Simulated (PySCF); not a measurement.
Gas-phase reaction: 2 SiCl + F₂ + 4 Cl → 2 SiCl₃F

Method: PySCF energies plus ideal-gas RRHO corrections (1 bar). † marks an energy on the PBE0/def2-TZVP geometry and frequencies; other levels use their own. CCSD(T) freezes the core. 6-31G* has spherical d functions here. Open shells (unrestricted): SiCl (multiplicity 2, electronic degeneracy 4), Cl (multiplicity 2, electronic degeneracy 6); the rest are closed-shell singlets. Spin-orbit splitting is ignored; it lowers the true energy and changes the entropy of SiCl, Cl. B3LYP is the form with VWN-RPA correlation. CCSD(T) isn't extrapolated to the basis-set limit; its ΔH°(298 K) is -2344.3 kJ in def2-SVP and -2507.2 kJ in def2-TZVPP. The harmonic model lacks anharmonicity and excited electronic states, which grow with temperature; levels with a mode under 35 cm⁻¹ are left out.

ΔH° and ΔS° at 298 K: B3LYP/6-31G* -2352 kJ, -690 J/K; CCSD(T)/def2-SVP† -2344 kJ, -689 J/K; HF/def2-TZVP† -2209 kJ, -689 J/K; M06-2X/def2-TZVP† -2592 kJ, -689 J/K.

Question: With the heat capacities included, give log10 K (1 bar) at 600, 800, 1600, 1800, 2000 K from B3LYP/6-31G*, CCSD(T)/def2-SVP†, HF/def2-TZVP†, M06-2X/def2-TZVP†.

Answer: 
```csv
T (K),B3LYP/6-31G*,CCSD(T)/def2-SVP†,HF/def2-TZVP†,M06-2X/def2-TZVP†
600,168.7,168.1,156.3,189.6
800,117.6,117.1,108.3,133.3
1600,41.1,40.9,36.4,49.0
1800,32.7,32.4,28.5,39.6
2000,25.9,25.7,22.2,32.2
```
